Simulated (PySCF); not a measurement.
# Orbital energies, ionisation energy and electron affinity

Species: C4H4FN.
Geometry (PBE0-D3(BJ)/def2-SVP, Å), atoms numbered from 1 in this order:
```
atom  x, y, z in Å
N1     2.319   -0.407   -2.570
C2     1.740   -0.353   -1.567
C3     1.040   -0.295   -0.326
C4    -0.200    0.200   -0.214
C5    -0.938    0.259    1.075
F6    -0.204   -0.252    2.105
H7     1.557   -0.679    0.558
H8    -0.726    0.587   -1.093
H9    -1.885   -0.305    0.990
H10   -1.204    1.308    1.306
```

Level: B3LYP/def2-SVPD (PySCF). Frontier orbitals with their largest atomic shares (Löwdin; up to four atoms above 4 %):

| orbital | ε (eV) | main atoms |
| --- | --- | --- |
| HOMO−3 | -10.39 | F6 22 %, C2 22 %, N1 20 %, C5 12 % |
| HOMO−2 | -10.12 | N1 75 %, C2 16 % |
| HOMO−1 | -9.44 | N1 48 %, C2 37 %, C3 7 % |
| HOMO | -8.03 | ? |
| LUMO | -1.91 | C4 32 %, C3 24 %, N1 15 %, C2 13 % |
| LUMO+1 | 0.04 | C5 27 %, C4 18 %, C2 9 %, H9 9 % |
| LUMO+2 | 0.37 | N1 29 %, C2 25 %, C3 12 %, H7 9 % |

**Question.** What vertical ionisation energy does ΔSCF give, and how far is −ε(HOMO) from it?

**Answer.** ΔSCF: 10.35 eV (999 kJ/mol; threshold wavelength 120 nm); ⟨S²⟩ of the doublet left behind is 0.762, against 0.75 for a pure doublet. −ε(HOMO) is 8.03 eV, 2.32 eV below it. In exact Kohn–Sham theory the two would be equal; B3LYP (global hybrid, 20 % exact exchange) falls short of its own ΔSCF value by 22 %. Holes in the HOMO−1 and HOMO−2 were tried too where these lie within 1.2 eV of the HOMO; the lowest converged state counts.

**Question.** On which atoms does the HOMO lie?

**Answer.** C4 (alkene CH carbon) 25 %, C3 (alkene CH carbon) 24 %, N1 (nitrile nitrogen) 22 %, C2 (nitrile carbon) 14 %, so no atom holds as much as 40 %. The HOMO−1 lies 1.41 eV lower.

**Question.** And the vertical electron affinity, the fundamental gap, Mulliken's electronegativity and the hardness (with the factor ½)?

**Answer.** EA = -0.28 eV by ΔSCF (−ε(LUMO) = 1.91 eV); a negative value means that the added electron isn't bound at this geometry and level, and the number then depends on the basis. IE − EA = 10.63 eV against an orbital gap of 6.12 eV; (IE + EA)/2 = 5.04 eV; (IE − EA)/2 = 5.31 eV. Parr's electrophilicity index (IE + EA)²/[8(IE − EA)] is 1.19 eV.

**Question.** Shift the occupied levels rigidly so that −ε(HOMO) equals the ΔSCF value. What binding energies result?

**Answer.** The shift is +2.32 eV: HOMO 10.35, HOMO−1 11.76, HOMO−2 12.44, HOMO−3 12.71 eV. A rigid shift is only a rough guide to the deeper ionisations.

**Question.** What total energies stand behind the ΔSCF value?

**Answer.** E(N) = -309.16995 Eh and E(N − 1) = -308.78946 Eh at the same geometry, 0.38049 Eh apart. With one more electron, E(N + 1) = -309.15970 Eh.

**Question.** How many of the 10 lowest singlet excitations (vertical TDDFT, same level) lie below the ionisation energy?

**Answer.** All 10; they run from 6.08 to 8.28 eV.

One conformer (not necessarily the lowest) at the PBE0-D3(BJ)/def2-SVP geometry, without solvent, vibrations or thermal averaging.
